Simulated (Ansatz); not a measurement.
Saddle point of BSiH5S, closed shell (BSiH₅S ([SiH3][BH][SH]) → BHS ([BH][S]) + SiH₄; bonds formed: Si2–H4; bonds broken: B1–Si2, S3–H4), PBE0-D4/def2-TZVP structure:

B1  (-1.059, 0.068, -0.550)
Si2  (0.806, -0.272, 0.511)
S3  (-1.542, 1.497, -1.384)
H4  (-0.156, 0.996, -0.491)
H5  (-1.549, -1.006, -0.345)
H6  (0.321, -0.608, 1.872)
H7  (1.842, 0.791, 0.579)
H8  (1.336, -1.466, -0.191)
(Å)

Energies are electronic, without zero-point energy. Barriers and step energies count from the start structure reached by relaxing down the imaginary mode; all methods use the PBE0-D4 structures, on which another method's saddle can fall below an end. Computed with Ansatz 0.2.0 (basis: def2-TZVPP, with def2-QZVPP for the basis limit); correlated methods freeze the cores. B3LYP uses VWN-RPA correlation. Extrapolation: Hartree–Fock as exp(−7.88 √X), correlation as X^−2.97.

```tsv
method	barrier (kcal/mol)	step energy (kcal/mol)
SPW92	36.22	19.53
PBE-D4	38.94	13.87
BLYP-D4	42.15	7.99
r2SCAN-D4	42.08	12.41
B97M-V	?	11.13
PBE0-D4	44.16	15.02
B3LYP-D4	46.15	9.63
r2SCAN0-D4	45.78	13.53
BHLYP-D4	?	10.94
CAM-B3LYP-D4	49.49	10.81
wB97X-V	50.34	12.81
wB97M-V	48.11	10.05
B2PLYP	46.42	7.93
PBE-QIDH	47.02	13.03
RPA on PBE	47.62	6.84
HF	?	6.74
MP2	44.89	7.04
CCSD	51.23	9.07
CCSD(T)	47.80	8.35
```

Problem. Fill in the withheld barriers. (An estimate is asked for; the value comes from the calculation.)

Solution. By the calculation: HF 63.78; B97M-V 43.97; BHLYP-D4 52.69 kcal/mol. Each is the energy of the saddle less that of the start structure, by the same method.

For comparison, the barrier by CCSD(T) at an estimated basis limit (MP2 extrapolated from triple and quadruple zeta, plus CCSD(T) − MP2 in triple zeta) is 46.86 kcal/mol.

No T1 diagnostic of these runs exceeds 0.021.

Labels in which every atom is bracketed show which atoms are joined, not bond orders.

For scale, one of the runs: CCSD(T)/def2-TZVPP, 185 basis functions, launched by `ansatz run in.yaml --threads 2 --pin off --events-out ev --progress --plain --max-ram 4352MiB`. The run took 18 s on 2 CPU threads of an AMD EPYC 9R14 (shared host), with 1.7 GiB of host memory at its peak.
